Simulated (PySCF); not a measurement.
Compound: C4H8O2.
Cartesian coordinates in Å at the GFN2-xTB level; atoms count from 1:
```xyz
14
C4H8O2 angstrom
C      2.0481    0.0780    0.0683
O      0.9612   -0.3930   -0.6930
C     -0.2531   -0.3765   -0.0047
C     -1.0119    0.9632    0.0880
O     -2.1452    0.3902   -0.5667
C     -1.4494   -0.8246   -0.8496
H      2.9283   -0.0223   -0.5629
H      2.1797   -0.5193    0.9787
H      1.9173    1.1287    0.3505
H     -0.1626   -0.8929    0.9616
H     -1.2542    1.3292    1.0880
H     -0.5623    1.7610   -0.5114
H     -1.9950   -1.7059   -0.5087
H     -1.2016   -0.9162   -1.9101
```

Method used: PBE0/def2-SVPD in PySCF (dipole) on a GFN2-xTB geometry, gas phase.

Take the most abundant isotopes and a rigid rotor. The values belong to one conformer with, in the numbering `[CH3:1][O:2][CH:3]1[CH2:4][O:5][CH2:6]1`, C1–O2–C3–C4 81°.

(1) Give the principal moments of inertia and the rotational constants in MHz.

(2) Classify the top.

(3) What does the inertial defect say?

(4) Give the other two planar moments, Paa and Pbb, and the rms extents of the mass along the axes.

(5) Predict some low-J microwave lines.

(6) Estimate the classical rotational partition function at 10 K, 25 K and 298.15 K.

## Answers

(1) Ia = 54.30, Ib = 208.24, Ic = 240.26 u·Å²; 505379 MHz·u·Å²/I gives A = 9307, B = 2427, C = 2103 MHz.

(2) A near-prolate asymmetric top: κ = (2 × 2427 − 9307 − 2103)/(9307 − 2103) = -0.91.

(3) Not planar: Δ = Ic − Ia − Ib = -22.28 u·Å². For a rigid frame Δ = −2 Σ m c², so Σ m c² = 11.14 u·Å² lies off the ab plane: 6.80 from hydrogen and 4.34 from heavier atoms. The atom farthest from that plane is 1.52 Å away.

(4) Paa = Σ m a² = (Ib + Ic − Ia)/2 = 197.10 and Pbb = Σ m b² = (Ia + Ic − Ib)/2 = 43.16 u·Å². With the mass M = 88.05 u, the rms extents √(P/M) along a, b and c are 1.50, 0.70, 0.36 Å.

(5) The dipole components are |μa| = 1.96 D, |μb| = 0.55 D, |μc| = 1.21 D. The squared components, which scale the intensities, stand as 1.00 : 0.08 : 0.38 (a : b : c). Some of the stronger lines:

```csv
type,branch,"J(Ka,Kc)",MHz,lower level (cm⁻¹)
a,Q,"2(1,1) ← 2(1,2)",970,0.672
a,R,"1(0,1) ← 0(0,0)",4530,0.000
c,Q,"3(1,3) ← 3(0,3)",6120,0.905
c,Q,"2(1,2) ← 2(0,2)",6567,0.453
c,Q,"1(1,1) ← 1(0,1)",6880,0.151
a,R,"2(1,2) ← 1(1,1)",8737,0.381
a,R,"2(0,2) ← 1(0,1)",9049,0.151
a,R,"2(1,1) ← 1(1,0)",9384,0.391
c,R,"1(1,0) ← 0(0,0)",11734,0.000
a,R,"3(1,3) ← 2(1,2)",13099,0.672
a,R,"3(0,3) ← 2(0,2)",13546,0.453
a,R,"3(2,2) ← 2(2,1)",13591,1.393
a,R,"3(2,1) ← 2(2,0)",13635,1.393
a,R,"3(1,2) ← 2(1,1)",14069,0.704
c,Q,"3(2,2) ← 3(1,2)",20161,1.174
c,R,"3(1,2) ← 2(0,2)",21607,0.453
c,R,"2(2,0) ← 1(1,0)",30035,0.391
c,R,"2(2,1) ← 1(1,1)",30347,0.381
c,R,"3(2,1) ← 2(1,1)",34286,0.704
c,Q,"3(3,1) ← 3(2,1)",35159,1.848
c,R,"3(2,2) ← 2(1,2)",35201,0.672
c,R,"3(3,0) ← 2(2,0)",48795,1.393
c,R,"3(3,1) ← 2(2,1)",48805,1.393
```

(6) Point group C1, symmetry number σ = 1; q = (√π/σ)·√((kT/h)³/(ABC)), k/h = 20836.6 MHz/K: 773 at 10 K, 3060 at 25 K, 126000 at 298.15 K.

No GFN2-xTB frequencies stand behind this structure, so it isn't proved a minimum. Constants of a rigid frame at the computed geometry: no zero-point averaging, no centrifugal distortion. A rigid rotor knows nothing of internal rotation, which can split or shift real lines.
